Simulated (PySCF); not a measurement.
**Rotational lines of AlF**

Lines J+1 ← J of the vibrational ground state, computed from PBE0 constants of AlF, ¹Σ⁺ (singlet), closed shell (PySCF, no relativity, basis sets Al def2-TZVP, F def2-TZVP; masses 26.9815 and 18.9984 u), in MHz:

| J | ν (MHz) |
| --- | --- |
| 2 | 97760.7 |
| 3 | 130344.1 |
| 4 | 162924.5 |
| 5 | 195501.0 |
| 6 | 228073.1 |

Question: Find B0 and the effective bond length r0; with αe = 0.00496 cm⁻¹, find Re.

Answer: ν = 2B0(J+1) − 4D(J+1)³ gives B0 = 0.54351 cm⁻¹. With the reduced mass μred = 11.148 u, r0 = √(16.8576/(μred·B0)) (u, cm⁻¹, Å) = 1.6680 Å. Be = B0 + αe/2 = 0.54599 cm⁻¹ gives Re = 1.664 Å.
